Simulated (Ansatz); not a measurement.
# FH2OSi: rigid scan of one bond length in Python

How does the energy of FH2OSi change as one bond is stretched? A script is to give a rigid scan of one bond length; the system is FH2OSi.

Computed with Ansatz 0.2.0, driven from Python. Level of theory: r2SCAN+D4/def2-SVP.

### Step 1. The structure

Bond lengths: O1–Si2 1.668 Å, Si2–F3 1.656 Å, Si2–H4 1.437 Å, Si2–H5 1.480 Å. Angles: O1–Si2–F3 107.7°, O1–Si2–H4 112.5°, O1–Si2–H5 111.2°, F3–Si2–H4 107.7°, F3–Si2–H5 109.9°, H4–Si2–H5 107.8°.

The script holds or builds the structure itself.

### Step 2. The script

Input file fh2osi.py:

```python
'''Potential curve of FH2OSi along one bond.'''

import ansatz
import matplotlib.pyplot as plt
import numpy as np

GEOMETRY = '''
O    -1.24620    0.60750    0.86730
Si   -0.00630   -0.01640   -0.05700
F     1.20970   -0.46990    0.97100
H    -0.40650   -1.18020   -0.79980
H     0.49920    0.98520   -1.02290
'''


def main() -> None:
    system = ansatz.Crystal.molecule()
    for line in GEOMETRY.strip().splitlines():
        symbol, *xyz = line.split()
        system = system.atom(symbol, [float(v) for v in xyz])

    symbols = [site.symbol for site in system.cartesian_sites]
    start = np.array([site.position_ang for site in system.cartesian_sites])
    axis = (start[4] - start[1]) / np.linalg.norm(start[4] - start[1])
    moving = [4]
    lengths, energies = [1.303, 1.362, 1.421, 1.48, 1.54, 1.599, 1.658, 1.747], []
    for length in lengths:
        xyz = start.copy()
        xyz[moving] += (length - np.linalg.norm(start[4] - start[1])) * axis
        point = ansatz.Crystal.molecule()
        for symbol, place in zip(symbols, xyz):
            point = point.atom(symbol, place.tolist())
        job = (
            point.calculation()
            .basis(gaussian='def2-SVP')
            .functional('r2SCAN', dispersion='d4')
            .spin('collinear', total=1)
        )
        rep = job.run().report
        energies.append(rep['free_energy_ev'])
        print(f'r = {length:6.3f} A  E = {energies[-1]:.5f} eV  <S^2> = {abs(rep["mean_field"]["state"]["spin_squared"]):.3f}')

    # quartic fit about the minimum
    fit = np.polynomial.Polynomial.fit(lengths, np.array(energies) - min(energies), 4).convert()
    roots = [r.real for r in fit.deriv().roots() if abs(r.imag) < 1e-9 and fit.deriv(2)(r.real) > 0]
    r_e = min(roots, key=lambda r: abs(r - lengths[int(np.argmin(energies))]))
    print(f'minimum of the fit at {r_e:.4f} A, force constant {fit.deriv(2)(r_e):.2f} eV/A^2')
    plt.figure(figsize=(4.5, 3))
    plt.plot(lengths, np.array(energies) - min(energies), 'o-')
    plt.xlabel('bond length (A)')
    plt.ylabel('E - E(min) (eV)')
    plt.tight_layout()
    plt.savefig('scan.png', dpi=100)


if __name__ == '__main__':
    main()
```

### Step 3. The calls as engine input

The package turns the script's settings into the engine's input (first run):

```yaml
crystal:
  periodic: [false, false, false]
  atoms:
    - { symbol: O, position_ang: [-1.2462, 0.6075, 0.8673] }
    - { symbol: Si, position_ang: [-0.0063, -0.0164, -0.057] }
    - { symbol: F, position_ang: [1.2097, -0.4699, 0.971] }
    - { symbol: H, position_ang: [-0.4065, -1.1802, -0.7998] }
    - { symbol: H, position_ang: [0.4386133689181252, 0.8651533735081982, -0.9071321919644255] }
basis:
  gaussian:
    orbitals: def2-SVP
hamiltonian:
  xc: r2scan
  dispersion: d4
magnetization:
  spin_polarized: true
  initial_magnetization: 1.0
```

### Step 4. Running it

On the command line:

```sh
python fh2osi.py
```

**Question.** What results will this script give? Wanted: range of energy; lowest point, distance.

**Answer**, as computed:

| quantity | value |
| --- | --- |
| bond length at the fit's minimum | 1.4891 Å |
| runs compared | 8 |
| range of energy | 0.414 eV |
| lowest point, distance (Å) | 1.48 |

**Reading.** The curve has its lowest point inside the range, at 1.48. The ends stand 0.414 and 0.407 eV above it. The distance scanned is the script's pair 1, 4. What to keep in mind:
- The rest of the molecule is held rigid at a force-field or estimated start geometry, and the basis set is modest; single-reference methods fail as a bond breaks.
- The species is open-shell (spin multiplicity 2).
